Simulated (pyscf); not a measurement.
This saddle point was located with ωB97X-D3(BJ)/def2-SVP in PySCF.

```xyz
8

C     -1.7312     1.3693    -0.1564
Zn    -0.7161    -0.2856    -0.0595
Cl    -0.6328    -2.3083     1.1606
H     -2.6920     1.2739     0.3732
H     -1.9395     1.6412    -1.2034
H     -1.1705     2.1998     0.3020
Cl     1.1144    -1.3617    -1.0967
H      0.4632    -2.1958     0.0536
```

Surface: singlet, charge 0. Lowest wavenumbers (cm⁻¹): 545i, 4, 104, 109, 239.

Question: Which two sides does it connect, and which bonds change?

Answer: H₃C–Zn–Cl (SMILES [CH3][Zn][Cl]) + HCl (SMILES Cl) <-> H₃C–Zn–Cl (SMILES [CH3][Zn][Cl]) + HCl (SMILES Cl), a four-centre exchange read from left to right: Cl–Zn, Cl–H broken and Cl–Zn, Cl–H formed. At ωB97M-D3(BJ)/def2-TZVP it lies +0.20 eV from the left side and +0.20 eV from the right (each side as separated species at their lowest minima found). On the reactant side the descent ends in a complex, 0.27 eV under the separated species and 0.36 eV under the saddle at ωB97X-D3(BJ)/def2-TZVP. On the product side the descent ends in a complex, 0.27 eV under the separated species and 0.36 eV under the saddle at ωB97X-D3(BJ)/def2-TZVP. At ωB97X-D3(BJ)/def2-TZVP the barrier from the zero used here is 0.09 eV. One saddle was located; it need not be the lowest between these sides. Elements up to Kr have no core potential and no relativistic terms here.
